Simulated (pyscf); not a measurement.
A first-order saddle from PySCF, ωB97X-D3(BJ)/def2-SVP:

```
C
O 1 1.2304
H 1 1.1113 2 121.47
H 1 1.1113 3 116.87 2 177.98
H 2 1.5171 1 121.08 3 93.91
```
Charge 0, spin multiplicity 2.

Surface: doublet, charge 0. Lowest wavenumbers (cm⁻¹): 1580i, 103, 616, 1087, 1247.

**Question.** What reaction is this the transition state of?

**Answer.** hydroxymethyl (•H₂C–OH) ⇌ formaldehyde (H₂C=O) + H atom (H•), a bond scission read from left to right: H–O broken and none formed. At CCSD(T)/def2-TZVPP + ΔMP2(QZVPP) it lies +1.99 eV from the left side and +0.46 eV from the right (each side as separated species at their lowest minima found). This is the saddle that the search found; another between the same sides may lie lower. The CCSD(T) − MP2 part came from Ansatz, without density fitting, on the same reference. A UHF reference is spin-contaminated (<S²> up to 0.95), which harms MP2 most.
